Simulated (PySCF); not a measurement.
Gas-phase reaction: 6 CH3Cl + C6H6 → 3 Cl2 + 4 C3H6 (propylene)

Method: PySCF energies plus ideal-gas RRHO corrections (1 bar). The comparison is the NASA 1993 polynomial table, which mixes measured and estimated data. † marks an energy on the PBE0/def2-TZVP geometry and frequencies; other levels use their own. MP2 freezes the core. 6-31G* has spherical d functions here. All species are closed-shell singlets. MP2 isn't extrapolated to the basis-set limit.

Levels: a) PBE/def2-SVP; b) HF/6-31G*; c) MP2/def2-TZVPP†.

Problem. Order the levels by the distance of their ΔH°(298 K) from the table for this reaction, closest first.

Solution. a (+18 kJ), c (+80 kJ), b (+127 kJ)

The table gives 488 kJ. The order holds for this reaction alone, and for the 1993 entries, some of which have been revised since.
